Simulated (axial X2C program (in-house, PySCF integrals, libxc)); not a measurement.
Outer orbitals of BC⁺ at 1.433 Å, BLYP

Computed with an axial X2C code built on PySCF integrals. Spin-free means the one-electron spin-free X2C Hamiltonian; two-component (2c) means X2C with spin–orbit coupling and atomic mean-field two-electron Coulomb and Gaunt terms, so the difference of the two also holds small scalar two-electron terms. Basis: C dyall-v3z [7s6p2d1f], B dyall-v3z [7s6p2d1f] (cores contracted in-house); Gaussian nuclei, density fitting, unrestricted open shells. Masses: C 12.000 u, B 11.009 u.

The distance is close to the 2c PBE0 minimum; the highest filled and lowest empty levels are listed.

Spin-free orbitals, state M_S = 2, Λ = 0 (beyond evenly filled blocks: 2 × σα, π+α, π-α) (Löwdin shares):

| symmetry | occupied | ε (eV) | atomic character |
| --- | --- | --- | --- |
| σα | yes | -26.46 | 50% C s, 22% B s, 18% B p |
| σβ | yes | -23.97 | 42% C s, 23% B s, 19% B p |
| σα | yes | -18.54 | 60% C p, 17% C s, 16% B s |
| π-α | yes | -16.34 | 65% C p, 30% B p, 4% B d |
| π+α | yes | -16.34 | 65% C p, 30% B p, 4% B d |
| σα | yes | -15.44 | 48% B p, 32% B s, 16% C p |
| σβ | no | -14.34 | 53% C p, 21% C s, 13% B s |
| π-β | no | -13.59 | 57% C p, 37% B p, 4% B d |
| π+β | no | -13.59 | 57% C p, 37% B p, 4% B d |
| σβ | no | -11.48 | 40% B p, 36% B s, 16% C p |

Spinors with spin–orbit coupling (state Ω = 2):

| ω | occupied | ε (eV) | atomic character | λ mixture |
| --- | --- | --- | --- | --- |
| 1/2 | yes | -26.46 | 50% C s, 22% B s, 18% B p | 100% σ |
| -1/2 | yes | -23.97 | 42% C s, 23% B s, 19% B p | 100% σ |
| 1/2 | yes | -18.54 | 60% C p, 17% C s, 16% B s | 100% σ |
| -1/2 | yes | -16.34 | 65% C p, 30% B p, 4% B d | 100% π |
| 3/2 | yes | -16.33 | 65% C p, 30% B p, 4% B d | 100% π |
| 1/2 | yes | -15.44 | 48% B p, 32% B s, 16% C p | 100% σ |
| -1/2 | no | -14.34 | 53% C p, 21% C s, 13% B s | 100% σ |
| 1/2 | no | -13.59 | 57% C p, 37% B p, 4% B d | 100% π |
| -3/2 | no | -13.58 | 57% C p, 37% B p, 4% B d | 100% π |
| -1/2 | no | -11.48 | 40% B p, 36% B s, 16% C p | 100% σ |

Mulliken charges and populations of the two-component result (they depend on the basis, above all on diffuse functions):

C 0.45 e (s 3.38 p 2.15 d 0.02), B 0.55 e (s 3.12 p 1.27 d 0.05 f 0.01). ⟨Lz⟩ = 0.00 ħ and ⟨Sz⟩ = 2.00 ħ (1.17 and 0.83 on the two atoms), which add up to Ω.

Density functionals use the spin component along the axis (collinear). The spin of this state cannot come from the lowest atoms; the curve heads to a higher limit, and no De is given. The state is one determinant with fixed occupations, lowest in a PBE0 search at one distance only: followed along the bond, the 2c determinant Ω = 1 reaches 0.06 eV lower at PBE0, at Re = 1.479 Å, so the state shown is not the lowest. With several unpaired electrons one determinant need not be a pure state. A state of lower Ω lies just above, and one determinant can place such states too high, so the state shown need not be the lowest. The search has Ω = 1 only 0.02 eV up. Open-shell Ω = 0 determinants with evenly filled partner blocks cannot be reached by this program, so the Ω shown need not be the lowest component.
